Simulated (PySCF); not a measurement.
Gas-phase reaction: AlCl3 + 2 H ⇌ AlHCl2 + HCl

Energies from PySCF, thermal terms from the rigid-rotor harmonic-oscillator model, ideal gas at 1 bar. † marks an energy on the PBE0/def2-TZVP geometry and frequencies; other levels use their own. MP2 freezes the core. 6-31G* has spherical d functions here. Open shells (unrestricted): H (multiplicity 2); the rest are closed-shell singlets. AlHCl2: computed as isolated molecules; such fragments, hydroxides, amides, oligomers or adducts are transient or little studied in the gas. MP2 isn't extrapolated to the basis-set limit; its ΔH°(298 K) is -251.2 kJ in def2-SVP and -268.6 kJ in def2-TZVPP. The harmonic model lacks anharmonicity and excited electronic states, which grow with temperature; levels with a mode under 35 cm⁻¹ are left out.

```csv
level,"ΔE electronic, kJ","ΔH°(298 K), kJ","ΔS°(298 K), J/K","ΔG°(800 K), kJ"
HF/6-31G*,-214,-187,-67,-127
M06-2X/def2-TZVP†,-308,-283,-67,-223
MP2/def2-TZVPP†,-293,-269,-67,-208
PBE0/def2-QZVP†,-311,-286,-67,-226
PBE0/def2-SVP†,-301,-276,-67,-216
PBE0/def2-TZVP,-307,-282,-67,-222
r2SCAN/def2-TZVP†,-308,-283,-67,-223
ωB97M-V/def2-TZVP†,-319,-294,-67,-234
ωB97X-V/def2-TZVP†,-317,-293,-67,-232
```
ΔH° is lowest at ωB97M-V/def2-TZVP† and highest at HF/6-31G*. No reference value is set beside these.
